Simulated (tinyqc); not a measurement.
Inside a calculation. Method: G0W0 on RHF in the sto-3g basis, for HF, spin multiplicity 1. One step of it, computed by the program tinyqc.

Question. Iteration 1: building the Fock matrix. J_ij = sum D_kl (ij|kl), K_ij = sum D_kl (ik|jl); F = H + J - 0.5 K; E = tr D H + tr D J / 2 - 0.25 tr D K + E_nn.

D at the start, order 1F 1s, 1F 2s, 1F 2px, 1F 2py, 1F 2pz, 2H 1s:
```
[[2.090604, -0.377763, 0.000000, 0.000000, 0.084825, -0.157696],
 [-0.377763, 1.621744, 0.000000, 0.000000, -0.318379, 0.457556],
 [0.000000, 0.000000, 2.000000, 0.000000, 0.000000, 0.000000],
 [0.000000, 0.000000, 0.000000, 2.000000, 0.000000, 0.000000],
 [0.084825, -0.318379, 0.000000, 0.000000, 1.801826, 0.235755],
 [-0.157696, 0.457556, 0.000000, 0.000000, 0.235755, 0.191448]]
```

core Hamiltonian H = T + V (hartree), order 1F 1s, 1F 2s, 1F 2px, 1F 2py, 1F 2pz, 2H 1s:
```
[[-40.535792, -9.511229, 0.000000, 0.000000, -0.011797, -1.499536],
 [-9.511229, -11.012415, 0.000000, 0.000000, -0.144538, -3.297408],
 [0.000000, 0.000000, -8.680875, 0.000000, 0.000000, 0.000000],
 [0.000000, 0.000000, 0.000000, -8.680875, 0.000000, 0.000000],
 [-0.011797, -0.144538, 0.000000, 0.000000, -8.767169, -2.239286],
 [-1.499536, -3.297408, 0.000000, 0.000000, -2.239286, -4.941048]]
```

Two-electron integrals (ij|kl) in chemists' order, unique and non-zero (hartree):
```
(11|11) 5.403501   (21|11) 0.841920   (21|21) 0.156299   (22|11) 1.268028
(22|21) 0.292344   (22|22) 0.926167   (31|31) 0.027998   (32|31) 0.043169
(32|32) 0.204588   (33|11) 1.264502   (33|21) 0.292403   (33|22) 0.925959
(33|33) 0.997514   (41|41) 0.027998   (42|41) 0.043169   (42|42) 0.204588
(43|43) 0.053770   (44|11) 1.264502   (44|21) 0.292403   (44|22) 0.925959
(44|33) 0.889973   (44|44) 0.997514   (51|51) 0.027998   (52|51) 0.043169
(52|52) 0.204588   (53|53) 0.053770   (54|54) 0.053770   (55|11) 1.264502
(55|21) 0.292403   (55|22) 0.925959   (55|33) 0.889973   (55|44) 0.889973
(55|55) 0.997514   (61|11) 0.133525   (61|21) 0.024581   (61|22) 0.045693
(61|33) 0.045623   (61|44) 0.045623   (61|51) 0.001010   (61|52) 0.001894
(61|55) 0.045841   (61|61) 0.003906   (62|11) 0.339896   (62|21) 0.079423
(62|22) 0.280925   (62|33) 0.276804   (62|44) 0.276804   (62|51) 0.005418
(62|52) 0.042360   (62|55) 0.288892   (62|61) 0.012676   (62|62) 0.105095
(63|31) 0.008293   (63|32) 0.049219   (63|53) 0.008908   (63|63) 0.015540
(64|41) 0.008293   (64|42) 0.049219   (64|54) 0.008908   (64|64) 0.015540
(65|11) 0.232053   (65|21) 0.054917   (65|22) 0.207922   (65|33) 0.199044
(65|44) 0.199044   (65|51) 0.011568   (65|52) 0.078929   (65|55) 0.225440
(65|61) 0.009131   (65|62) 0.095393   (65|65) 0.101473   (66|11) 0.496765
(66|21) 0.117983   (66|22) 0.481455   (66|33) 0.465059   (66|44) 0.465059
(66|51) 0.010054   (66|52) 0.110872   (66|55) 0.513702   (66|61) 0.018948
(66|62) 0.231505   (66|65) 0.244215   (66|66) 0.774606
```

nuclear repulsion = 4.59709932 hartree

Give: Coulomb J; exchange K; Fock matrix F; total energy of this density.

Answer.

Coulomb J (hartree), order 1F 1s, 1F 2s, 1F 2px, 1F 2py, 1F 2pz, 2H 1s:
```
[[20.5268, 3.9260, 0.0000, 0.0000, -0.0107, 0.6170],
 [3.9260, 9.7372, 0.0000, 0.0000, -0.0263, 2.8893],
 [0.0000, 0.0000, 9.7247, 0.0000, 0.0000, 0.0000],
 [0.0000, 0.0000, 0.0000, 9.7247, 0.0000, 0.0000],
 [-0.0107, -0.0263, 0.0000, 0.0000, 9.7361, 2.1139],
 [0.6170, 2.8893, 0.0000, 0.0000, 2.1139, 4.9165]]
```

exchange K (hartree), order 1F 1s, 1F 2s, 1F 2px, 1F 2py, 1F 2pz, 2H 1s:
```
[[11.0580, 1.9505, 0.0000, 0.0000, 0.0073, 0.3138],
 [1.9505, 3.0670, 0.0000, 0.0000, -0.1215, 1.0647],
 [0.0000, 0.0000, 2.6068, 0.0000, 0.0000, 0.0000],
 [0.0000, 0.0000, 0.0000, 2.6068, 0.0000, 0.0000],
 [0.0073, -0.1215, 0.0000, 0.0000, 2.5644, 0.6808],
 [0.3138, 1.0647, 0.0000, 0.0000, 0.6808, 0.8242]]
```

Fock matrix F (hartree), order 1F 1s, 1F 2s, 1F 2px, 1F 2py, 1F 2pz, 2H 1s:
```
[[-25.5380, -6.5605, 0.0000, 0.0000, -0.0262, -1.0394],
 [-6.5605, -2.8087, 0.0000, 0.0000, -0.1101, -0.9404],
 [0.0000, 0.0000, -0.2596, 0.0000, 0.0000, 0.0000],
 [0.0000, 0.0000, 0.0000, -0.2596, 0.0000, 0.0000],
 [-0.0262, -0.1101, 0.0000, 0.0000, -0.3133, -0.4657],
 [-1.0394, -0.9404, 0.0000, 0.0000, -0.4657, -0.4367]]
```

total energy of this density = -98.280745 hartree
